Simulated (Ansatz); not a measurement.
System: fcc Pb. Method: PBEsol in Ansatz (plane waves, PAW).

A relaxed, unreconstructed slab of the (211) face has 12 atoms, two equal faces of 29.813 Å² each and an energy of -141057.8211 eV. A bulk cell of 6 atoms with the same orientation and in-plane k mesh has -70529.6753 eV. Energies are extrapolated to zero smearing.

Numerical settings: plane-wave cutoff 500 eV, 8×16×1 k mesh (along the axes of the cell as run), Fermi–Dirac smearing 0.1 eV, scalar-relativistic PAW data made under PBE.

Worked out: γ = (E_slab − N E_bulk per atom)/2A = [-141057.8211 − 12 × (-70529.6753/6)]/(2 × 29.813) = 0.0257 eV/Å². With 16.022 J/m² per eV/Å² this is 0.41 J/m², or 0.76 eV per surface cell and face.

Ansatz is a quantum-chemistry and plane-wave program.
